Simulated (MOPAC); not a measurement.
MOPAC input (PM7):

```
PM7 1SCF CHARGE=-1 GEO-OK AUX(PRECISION=9) THREADS=1
C2H2N

C    -0.01834054 1   -0.04095923 1   -1.20035978 1
C     0.00307410 1    0.01730012 1    0.18214472 1
N     0.02261523 1    0.11860536 1    1.35580394 1
H     0.88544576 1   -0.36826819 1   -1.70388387 1
H    -0.95215375 1   -0.32001471 1   -1.67745335 1
```

**Question.** What heat of formation does the run end on, and which ionisation energy by Koopmans theorem?

**Answer.** 13.66 kcal/mol; 2.39 eV.
